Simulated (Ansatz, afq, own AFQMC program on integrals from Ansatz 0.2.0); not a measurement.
# SiH2O, singlet: AFQMC among the cluster methods

```xyz
4

Si    0.0000   -0.0600    0.6085
O     0.0000    0.0672   -1.0440
H     0.0000    1.3837    1.1198
H     0.0000   -0.7768   -1.5033
```

Connectivity, by distances: SiH–OH.

Basis cc-pVDZ. Only valence electrons are correlated. AFQMC by an in-house program on the Cholesky factors that Ansatz 0.2.0 writes for its CCSD(T) run. ph-AFQMC/CISD is guided by a CISD state made of CCSD amplitudes; releasing the constraint for a short imaginary time cuts its bias at the price of noise, slowly where states lie close. Free projection: walkers drawn from exp(T), propagated without any constraint. Its projection time is finite, and what remains of the start isn't in its error. Error bars are statistical, one sigma.

Determinant: RHF, the one that the program's search chose, which needn't be the lowest solution. The geometry is a point of a scan.

No full CI on the walks' own integrals is used here; CCSDT(Q) serves as the reference and is uncertain by about the last step of the cluster series.

Cautions: restricted determinant unstable towards unrestricted (UHF 29 meV lower, ⟨S²⟩ 0.22).

```
T1 diagnostic                               : 0.0178
weight of the determinant in the CISD state : 0.878
size of the correlated space                : 12 electrons in 36 orbitals
```

Reference: CCSDT(Q), correlation energy -8.349 eV. The released energy is read at 2.40 1/Eh (meV from the phaseless value at times in 1/Eh: 25 ± 18 at 0.24, 32 ± 17 at 0.51, 6 ± 20 at 0.99, 23 ± 21 at 1.62, 47 ± 18 at 2.40).

```json
{"level": "HF", "E − E(reference) (meV)": "8349.2", "share of correlation (%)": "0.00"}
{"level": "MP2", "E − E(reference) (meV)": "885.3", "share of correlation (%)": "89.40"}
{"level": "CCSD", "E − E(reference) (meV)": "237.4", "share of correlation (%)": "97.16"}
{"level": "CCSD(T)", "E − E(reference) (meV)": "40.9", "share of correlation (%)": "99.51"}
{"level": "CCSDT", "E − E(reference) (meV)": "23.3", "share of correlation (%)": "99.72"}
{"level": "ph-AFQMC/HF", "E − E(reference) (meV)": "-63.1 ± 81.8", "share of correlation (%)": "100.76"}
{"level": "ph-AFQMC/CISD", "E − E(reference) (meV)": "-31.6 ± 29.2", "share of correlation (%)": "100.38"}
{"level": "released AFQMC", "E − E(reference) (meV)": "15.7 ± 17.7", "share of correlation (%)": "99.81"}
{"level": "free AFQMC", "E − E(reference) (meV)": "13.3 ± 25.6", "share of correlation (%)": "99.84"}
```

Free projections are given only where their last times agree within the noise and don't stop above the reference; a slow remainder of the start can still hide under it. A walk keeps the symmetry of its determinant, which the program's search chose and which needn't be the lowest solution, so a lower state of the same spin and another symmetry isn't excluded. Released energies are given only where the last usable release times agree within the noise; a slower fall can still hide under it.
